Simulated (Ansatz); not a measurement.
## Ansatz (development build ahead of 0.2.0) run

```yaml
crystal:
  periodic: [false, false, false]
  atoms:
    - { symbol: C, position_ang: [1.39, 0.0, 0.0] }
    - { symbol: C, position_ang: [0.695, 1.20378, 0.0] }
    - { symbol: C, position_ang: [-0.695, 1.20378, 0.0] }
    - { symbol: C, position_ang: [-1.39, 0.0, 0.0] }
    - { symbol: C, position_ang: [-0.695, -1.20378, 0.0] }
    - { symbol: C, position_ang: [0.695, -1.20378, 0.0] }
    - { symbol: H, position_ang: [1.2375, 2.14341, 0.0] }
    - { symbol: H, position_ang: [-2.475, 0.0, 0.0] }
    - { symbol: H, position_ang: [1.2375, -2.14341, 0.0] }
basis:
  gaussian: { orbitals: def2-TZVP }
magnetization:
  spin_polarized: true
  initial_magnetization: 3
hamiltonian:
  xc: pbe0
```

The input is written out in the form of the current development build from the run's settings.

Results

```
Converged                       : yes
Total energy                    : -229.97033 hartree
Spin squared of the determinant : 3.824
Stability test                  : minimum
```

Caution: another spin multiplicity may lie lower.
